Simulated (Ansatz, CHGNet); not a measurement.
**1T (CdI2-type) HfS₂: volume per atom by level of theory**

No measured value is used here.

```tsv
level (code)	value (Å³/atom)
CHGNet 0.3.0 (CHGNet)	25.15
LDA (Ansatz)	20.74
PBE (Ansatz)	26.50
PBEsol (Ansatz)	22.15
PBE-D3(BJ) (Ansatz)	…
PBE-D4 (Ansatz)	22.12
rVV10 (Ansatz)	22.72
HSE06 (Ansatz)	…
```

Question: Complete the blanks.

Answer: 
- PBE-D3(BJ) (Ansatz, a quantum-chemistry and plane-wave program), value (Å³/atom): 21.65
- HSE06 (Ansatz), value (Å³/atom): 25.59

Density-functional levels without +SOC have no spin–orbit coupling. LDA, PBE, PBEsol, HSE06: the cell comes from a level without a dispersion term, which matters for the spacing of layers, chains or molecules. Cutoffs and k meshes differ between the levels. Ansatz's density-functional and Hartree–Fock values are scalar-relativistic unless marked +SOC, with PAW data made under PBE.

Machine-learned potentials (CHGNet 0.3.0) are trained on DFT data, which may include these solids.
